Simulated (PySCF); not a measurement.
# C2H6N2: the cost of one run

Computed with PySCF 2.14.0. Level: levels as typed in each script, gas phase, geometry from GFN2-xTB.

### 1 Starting geometry

SMILES `CN=NC`, 10 atoms, charge 0, spin multiplicity 1.

Bond lengths: C1–N2 1.432 Å, C1–H5 1.091 Å, C1–H6 1.091 Å, C1–H7 1.095 Å, N2–N3 1.245 Å, N3–C4 1.432 Å, C4–H8 1.091 Å, C4–H9 1.091 Å, C4–H10 1.095 Å. Angles: N2–C1–H5 107.7°, N2–C1–H6 107.6°, N2–C1–H7 112.9°, H5–C1–H6 107.6°, H5–C1–H7 110.1°, H6–C1–H7 110.7°, C1–N2–N3 114.8°, N2–N3–C4 114.8°, N3–C4–H8 107.7°, N3–C4–H9 107.6°, N3–C4–H10 112.9°, H8–C4–H9 107.6°, H8–C4–H10 110.1°, H9–C4–H10 110.7°.

Geometry (Å):

```
C     1.78300    0.06958   -0.00027
N     0.44367   -0.43663   -0.00051
N    -0.44367    0.43663   -0.00051
C    -1.78300   -0.06958   -0.00027
H     2.28788   -0.33059    0.87975
H     2.28788   -0.33059   -0.88058
H     1.82571    1.16355    0.00606
H    -2.28788    0.33059    0.87975
H    -2.28788    0.33059   -0.88058
H    -1.82571   -1.16355    0.00606
```

### 2 Excited states (PBE0/def2-svpd)

Input file input.py:

```python
import numpy as np
from pyscf import gto, scf, dft, tdscf
from pyscf.scf import atom_ks, atom_hf
from scipy.linalg import block_diag

def solve(mol, dm0=None, hcore=None):
    mf = (dft.UKS if mol.spin else dft.RKS)(mol, xc='pbe0')
    mf.grids.level = 3
    mf = mf.density_fit(auxbasis='def2-universal-jkfit')
    mf.conv_tol, mf.max_cycle = 1e-8, 80
    if hcore is not None:
        mf.get_hcore = lambda *args: hcore
    mf.kernel(dm0)
    if not mf.converged:
        mf = mf.newton().run(mf.mo_coeff, mf.mo_occ, max_cycle=30)
    assert mf.converged, 'SCF not converged'
    return mf

mol = gto.M(atom='''
C      1.78300     0.06958    -0.00027
N      0.44367    -0.43663    -0.00051
N     -0.44367     0.43663    -0.00051
C     -1.78300    -0.06958    -0.00027
H      2.28788    -0.33059     0.87975
H      2.28788    -0.33059    -0.88058
H      1.82571     1.16355     0.00606
H     -2.28788     0.33059     0.87975
H     -2.28788     0.33059    -0.88058
H     -1.82571    -1.16355     0.00606
''', basis='def2-svpd', charge=0, spin=0, verbose=4)
mf = solve(mol)
td = mf.TDDFT()
td.nstates, td.singlet, td.conv_tol = 4, True, 1e-5
td.kernel()
td.analyze()
x, y = np.array([p[0] for p in td.xy]), np.array([p[1] + 0 * p[0] for p in td.xy])
f, mu = td.oscillator_strength(), td.transition_dipole()
nto = [td.get_nto(state=i + 1, verbose=4) for i in range(len(td.e))]
# spherically averaged free atoms, for the promolecule
atm = atom_ks.get_atm_nrks(mol, xc='pbe0')
pro = block_diag(*[(atm[a[0]][2] * atm[a[0]][3]) @ atm[a[0]][2].T for a in mol._atom])
np.savez('result.npz', e=td.e, f=f, ok=td.converged, w=[n[0] for n in nto], nto=[n[1] for n in nto], x=x, y=y, c=mf.mo_coeff, occ=mf.mo_occ, eps=mf.mo_energy, pro=pro, mu=mu)
```

Command:

```
$ OMP_NUM_THREADS=1 python input.py
```

Q: Estimate wall time and peak memory on 1 thread of Arm Neoverse V2, shared host.

About 10 min, with a peak of 0.75 GiB.
